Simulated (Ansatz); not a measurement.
in.yaml

```yaml
crystal:
  periodic: [false, false, false]
  atoms:
    - {symbol: Si, position_ang: [0.000000, 0.000000, 0.000000]}
    - {symbol: As, position_ang: [0.000000, 0.000000, 2.324200]}
basis:
  gaussian: {orbitals: cc-pVTZ-DK}
total_charge: 1
magnetization: {spin_polarized: true, initial_magnetization: 0}
correlation: {method: ccsd_t, electrons: outside_noble_gas}
accuracy: high
```

```sh
$ ansatz run in.yaml --threads 1 --pin off --events-out ev --progress --plain --max-ram 2393MiB
```

Output:

```
1014 factors; integrals over basis functions are off by at most 4.4e-9 eV
mean field evaluation 1: about -69335.2252 eV, gradient 1.7e1 eV
mean field evaluation 2: about -69335.3857 eV, gradient 1.6e1 eV
mean field evaluation 4: about -69337.9687 eV, gradient 1.5e0 eV
mean field evaluation 8: about -69338.0070 eV, gradient 2.5e-1 eV
mean field evaluation 16: about -69338.0084 eV, gradient 6.1e-3 eV
mean field evaluation 32: about -69338.3030 eV, gradient 2.0e0 eV
mean field evaluation 64: about -69341.2841 eV, gradient 7.7e-1 eV
mean field evaluation 96: about -69341.3212 eV, gradient 1.7e-2 eV
mean field evaluation 128: about -69340.9288 eV, gradient 1.5e-3 eV
mean field evaluation 160: about -69339.3504 eV, gradient 8.0e-6 eV
...
cycle  17  -5.02473791 eV  change    1.3e-8 eV  update   3.3e-8
cycle  18  -5.02473791 eV  change    3.7e-9 eV  update   2.5e-8
cycle  19  -5.02473791 eV  change    2.5e-9 eV  update   1.7e-8
cycle  20  -5.02473791 eV  change   -3.2e-9 eV  update   1.2e-8
cycle  21  -5.02473791 eV  change   -3.5e-9 eV  update   8.1e-9
cycle  22  -5.02473791 eV  change   -2.0e-9 eV  update   5.3e-9
cycle  23  -5.02473792 eV  change   -1.2e-9 eV  update   3.9e-9
cycle  24  -5.02473792 eV  change  -1.3e-10 eV  update   3.0e-9
cycle  25  -5.02473792 eV  change  -6.1e-10 eV  update   2.0e-9
cycle  26  -5.02473792 eV  change  -8.1e-11 eV  update  9.1e-10
perturbative correction -0.29164101 eV, -0.0107176095 hartree
WARN: the results are in doubt because among natural orbitals full CI differs from the method by +0.724 eV
Total energy: -69346.63716330 eV, -2548.4419109122 hartree
Relativity: scalar
In doubt: among natural orbitals full CI differs from the method by +0.724 eV
```

Ran on 1 thread of Intel Xeon 6975P-C, shared host: 2 min wall, 0.35 GiB peak host memory.
